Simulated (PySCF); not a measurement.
Numbering as in the mapped SMILES `[N:1]#[C:2][c:3]1[cH:4][cH:5][cH:6][cH:7][cH:8]1`. Each H is labelled by its parent atom.

Geometry: PBE0-D3(BJ)/def2-SVP; GIAO absolute shieldings from PySCF, gas phase, non-relativistic, averaged over equivalent atoms.

At PBE/pcSseg-1 (161 basis functions, 27 s wall time on 1 thread of an Arm Neoverse V1, shared host):
| atoms | σ (ppm) |
| --- | --- |
| N1 | -53.3 |
| C4/C8 | 43.5 |
| C6 | 45.6 |
| C5/C7 | 47.8 |
| C2 | 57.6 |
| C3 | 64.1 |
| H(C4)/H(C8) | 23.59 |
| H(C6) | 23.70 |
| H(C5)/H(C7) | 23.74 |

Q: Predict the values at PBE0/IGLO-III on the same geometry.

A: 
| atoms | σ at PBE0/IGLO-III | change |
| --- | --- | --- |
| N1 | -51.1 | +2.2 |
| C4/C8 | 41.3 | -2.2 |
| C6 | 43.3 | -2.3 |
| C5/C7 | 46.7 | -1.1 |
| C2 | 57.9 | +0.3 |
| C3 | 61.6 | -2.5 |
| H(C4)/H(C8) | 23.47 | -0.12 |
| H(C6) | 23.62 | -0.08 |
| H(C5)/H(C7) | 23.71 | -0.03 |

The largest change is at C3 (substituted aromatic carbon). Cost: 330 basis functions, 55 s wall time on 1 thread of an Arm Neoverse V1, shared host. The order of the carbon signals is the same at both levels.
